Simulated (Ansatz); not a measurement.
```yaml
crystal:
  periodic: [false, false, false]
  atoms:
    - {symbol: Al, position_ang: [-2.118088, 0.653234, -0.000906]}
    - {symbol: Ge, position_ang: [-0.000533, -0.504569, 0.000338]}
    - {symbol: Al, position_ang: [2.119464, 0.648755, 0.000034]}
    - {symbol: H, position_ang: [0.001596, 1.510200, -0.001012]}
basis:
  gaussian: {orbitals: def2-TZVP}
magnetization: {spin_polarized: true, initial_magnetization: 1}
hamiltonian: {xc: pbe0}
relax: {f_tol: 0.004, max_steps: 80}
```

```sh
$ ansatz run in.yaml --threads 1 --pin off --events-out ev --progress --plain --max-ram 2176MiB
```

Steps of the relaxation (energy above the last step; positions in Å, forces in eV/Å):

```
4
step 1, 364.8 meV
Al   -2.118    0.653   -0.001    0.177    0.212    0.000
Ge   -0.001   -0.505    0.000    0.001    1.219   -0.001
Al    2.119    0.649    0.000   -0.177    0.212    0.000
H     0.002    1.510   -0.001   -0.002   -1.644    0.001
```

```
4
step 2, 49.2 meV
Al   -2.116    0.706   -0.001    0.038    0.150    0.000
Ge    0.000   -0.415    0.000    0.000    0.117    0.000
Al    2.117    0.702    0.000   -0.038    0.150    0.000
H     0.001    1.315   -0.001    0.000   -0.417    0.000
```

```
4
step 3, 14.4 meV
Al   -2.072    0.766   -0.001    0.047    0.075    0.000
Ge    0.000   -0.454    0.000    0.000   -0.181    0.000
Al    2.074    0.762    0.000   -0.047    0.075    0.000
H     0.001    1.234   -0.001    0.000    0.031    0.000
```

```
4
step 4, 0.7 meV
Al   -1.994    0.840   -0.001   -0.015   -0.019    0.000
Ge   -0.001   -0.536    0.000    0.000   -0.004    0.000
Al    1.995    0.836    0.000    0.014   -0.019    0.000
H     0.001    1.167   -0.001    0.000    0.042    0.000
```

```
4
step 5, 0.0 meV
Al   -2.006    0.828   -0.001    0.002   -0.002    0.000
Ge   -0.001   -0.525    0.000    0.000   -0.002    0.000
Al    2.008    0.824    0.000   -0.002   -0.002    0.000
H     0.001    1.181   -0.001    0.000    0.006    0.000
```

```
4
step 6, 0.0 meV
Al   -2.006    0.828   -0.001   -0.001    0.000    0.000
Ge   -0.001   -0.525    0.000    0.000   -0.001    0.000
Al    2.008    0.823    0.000    0.001    0.000    0.000
H     0.001    1.181   -0.001    0.000    0.000    0.000
```

Close pairs at the end: Ge2–H4 1.706 Å, Al1–H4 2.038 Å, Al3–H4 2.038 Å, Ge2–Al3 2.419 Å, Al1–Ge2 2.419 Å.

A stationary point of unrestricted PBE0 after 6 steps, with ⟨S²⟩ = 0.776 against 0.75 for a pure state; no frequencies were run, so it isn't proven a minimum. 2 min on 1 thread of Intel Xeon Platinum 8259CL, shared host.
